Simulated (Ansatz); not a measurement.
Rock-salt EuN was calculated with LDA (plane waves, PAW; Ansatz, a quantum-chemistry and plane-wave program).

Input:

Ansatz 0.2 input:
```yaml
crystal:
  lattice:
    - [0.0, 2.4591365638, 2.4591365638]
    - [2.4591365638, 0.0, 2.4591365638]
    - [2.4591365638, 2.4591365638, 0.0]
  atoms:
    - { symbol: Eu, position: [0.0, 0.0, 0.0], spin: 7.0 }
    - { symbol: N, position: [0.5, 0.5, 0.5], spin: 0.0 }
basis:
  ecutwfc: 520
  ecutrho_ratio: 4
  xc_grid: 2
kpoints:
  mp_grid: { grid: [12, 12, 12] }
hamiltonian:
  xc: lda
  dispersion: none
  pseudopotentials: { kind: paw }
scf:
  occupations: { method: fermi_dirac, width: 0.01 }
  convergence: { dr2_threshold: 0.0000000002 }
output:
  forces: true
  stress: true
  eigenvalues: true
magnetization:
  spin_polarized: true
```

The run printed, among other lines:

```
Crystal: 2 atoms, lattice volume = 29.743 Å³
Basis set: ecut = 520 eV, 821 PW (Γ), exchange–correlation on 54×54×54 points (8 copies of the dense FFT grid, shifted against one another)
Bands: 19, of which v1, the nominal top of the filled ones, is band 11 counted from 1 (10 counted from 0)
Symmetry: 48 space group operations
Space group: Fm-3m (ITA 225), of the structure as read, at distance tolerance 3.1e-5 Å
k-points: 72 of 1728
Initial density: superposition of atomic densities (chi_scale 0.1, normalization cell)
Functional: x = slater, c = lda
spin=Collinear: Kerker preconditioning applied to the charge; magnetization (m = ρ↑ − ρ↓) channel mixes plain (no charge-response kernel on spin).
SCF 1 converged in 14 iterations: F = -8941.965698 eV  dr2 = 2.28e-12
SCF converged after 14 iterations
Magnetization: 6.0000 μB (14.0000 up, 8.0000 down)
Free energy (F): -8941.965698 eV
Internal energy: -8941.965021 eV  (E = F + TS)
E sigma→0 (E₀):  -8941.965359 eV
Fermi energy:    14.209685 eV
--- Forces (eV/Å), atoms counted from 1 ---
  atom   1  Eu    -0.00000000     0.00000000    -0.00000000
  atom   2  N      0.00000000    -0.00000000    -0.00000000
--- Stress (GPa, compression-positive) ---
       -0.049342      -0.000000      -0.000000
       -0.000000      -0.049342       0.000000
       -0.000000      -0.000000      -0.049342
  P = ⅓ Tr σ = -0.0493 GPa (-0.493 kbar)
```

The PAW data were made under PBE.

The run is spin-polarised with parallel starting moments, which need not be the measured order.

Note: the magnetic order was assumed, not searched for or taken from measurement. Note: the 4f shell is treated without U or exact exchange, so its levels and filling can be wrong. Note: the volume lies 6 % below that of the published cell.
